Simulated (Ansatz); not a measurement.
Reaction (SMILES): [O]O (O-OH) → H atom + 2 O atom
B3LYP-D3(BJ)/def2-TZVP geometries, fixed; electronic energies without zero-point terms.
Largest species:
```xyz
3

O      0.0587     0.7153    -0.0516
O      0.0423    -0.6096    -0.0011
H     -0.8076    -0.8455     0.4215
```
Charge 0, spin multiplicity 2.

Effect of a fitting basis named in the input at PBE/def2-TZVPP with Ansatz (a program for electronic structure), against the last row, where the atomisation energy is 194.94 kcal/mol. Open shells are unrestricted. The default fits or decomposes integrals by the program's own choice; accuracy: high also tightens integrals, grids and stops.

```json
[
 {"setting": "fitting: def2-SV(P)-JKFIT", "largest shift of a total energy (mEh)": "-0.047", "shift of the atomisation energy (kcal/mol)": "0.002"},
 {"setting": "fitting: def2-universal-JKFIT", "largest shift of a total energy (mEh)": "-0.047", "shift of the atomisation energy (kcal/mol)": "0.002"},
 {"setting": "fitting: cc-pVTZ-JKFIT", "largest shift of a total energy (mEh)": "-0.013", "shift of the atomisation energy (kcal/mol)": "0.005"},
 {"setting": "fitting: cc-pVQZ-JKFIT", "largest shift of a total energy (mEh)": "-0.004", "shift of the atomisation energy (kcal/mol)": "0.000"},
 {"setting": "fitting: cc-pV5Z-JKFIT", "largest shift of a total energy (mEh)": "-0.002", "shift of the atomisation energy (kcal/mol)": "-0.002"},
 {"setting": "fitting: def2-universal-JFIT", "largest shift of a total energy (mEh)": "-0.151", "shift of the atomisation energy (kcal/mol)": "0.082"},
 {"setting": "accuracy: high", "largest shift of a total energy (mEh)": "0.002", "shift of the atomisation energy (kcal/mol)": "-0.001"},
 {"setting": "accuracy: medium (default)", "largest shift of a total energy (mEh)": "0.000", "shift of the atomisation energy (kcal/mol)": "0.000"}
]
```

Within 0.05 kcal/mol in the atomisation energy: fitting: def2-SV(P)-JKFIT; fitting: def2-universal-JKFIT; fitting: cc-pVTZ-JKFIT; fitting: cc-pVQZ-JKFIT; fitting: cc-pV5Z-JKFIT; accuracy: high. The largest shift is 0.151 mEh in a total energy and 0.082 kcal/mol in the difference.
